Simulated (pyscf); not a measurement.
Four-centre exchange: O=Si(OH)–OH + hydrogen (H₂) -> O=SiH–OH + water (H₂O)

Gas phase, singlet surface, charge 0. Bonds broken: Si2–O3, H7–H8. Bonds formed: Si2–H7, O3–H8. Single points on ωB97X-D3(BJ)/def2-SVP structures (PySCF, gas phase).

Transition state (Å):

```xyz
8

O      1.0892    -0.3958    -1.1737
Si    -0.0161    -0.0082    -0.2002
O     -0.0378    -0.8449     1.3965
O     -0.6278     1.4735     0.1137
H      0.6843    -1.4882     1.4893
H     -1.1324     1.6146     0.9211
H     -1.4074    -0.9647    -0.2688
H     -0.9788    -1.2258     0.6505
```

One imaginary mode, 1438i cm⁻¹; descent along it reached the two sides named, in the forms told below.

| bond | change | reactant side (Å) | saddle | product side |
|---|---|---|---|---|
| Si2–O3 | breaks | 1.641 | 1.803 | 2.013 |
| H7–H8 | breaks | 0.763 | 1.047 | 2.7 |
| Si2–H7 | forms | 2.453 | 1.690 | 1.489 |
| O3–H8 | forms | 3.0 | 1.260 | 0.970 |

Electronic energies relative to the separated reactants (kJ/mol):

| level | barrier | reaction energy | reverse barrier |
|---|---|---|---|
| ωB97X-D3(BJ)/def2-TZVP | 143.9 | +97.4 | 46.5 |
| PBE/def2-TZVP | 120.3 | +89.0 | 31.3 |
| r²SCAN/def2-TZVP | 129.8 | +103.9 | 26.0 |
| B3LYP-D3(BJ)/def2-TZVP | 144.8 | +95.7 | 49.1 |
| PBE0-D3(BJ)/def2-TZVP | 126.4 | +91.9 | 34.5 |
| M06-2X/def2-TZVP | 150.1 | +108.7 | 41.4 |
| ωB97M-D3(BJ)/def2-TZVP | 142.6 | +95.5 | 47.1 |
| HF/def2-TZVP | 200.6 | +94.2 | 106.4 |

With ωB97M-D3(BJ)/def2-TZVP energies and thermal terms (ideal gas, 1 atm, RRHO with modes under 100 cm⁻¹ raised to 100, one conformer, R ln 2 for chiral ones without a mode under 150 cm⁻¹), in kJ/mol:

```json
[
 {"T (K)": "298", "ΔH‡": "146.6", "ΔG‡": "178.5", "ΔH": "+106.5", "ΔG": "+94.8"},
 {"T (K)": "600", "ΔH‡": "142.5", "ΔG‡": "212.6", "ΔH": "+102.1", "ΔG": "+84.7"},
 {"T (K)": "900", "ΔH‡": "141.3", "ΔG‡": "248.1", "ΔH": "+98.3", "ΔG": "+76.8"},
 {"T (K)": "1200", "ΔH‡": "141.8", "ΔG‡": "283.6", "ΔH": "+95.3", "ΔG": "+70.1"}
]
```

On the product side the descent ends in an adduct with a O–Si contact, 71.0 kJ/mol under the separated species and 117.5 kJ/mol under the saddle at ωB97X-D3(BJ)/def2-TZVP. What is counted as broken (O–Si) persists as a longer contact in the product adduct; parting that adduct is a step of its own. At the saddle there is also a short H–Si contact that neither side keeps. The same reactants have a lower exit, to HO–SiH(OH)–OH (barrier +63.0 kJ/mol at ωB97M-D3(BJ)/def2-TZVP, against +142.6 kJ/mol here). O=SiH–OH lies 41.2 kJ/mol over its isomer HO–Si:–OH [singlet] (electronic energy, ωB97M-D3(BJ)/def2-TZVP). This is the saddle that the search found; another between the same sides may lie lower.
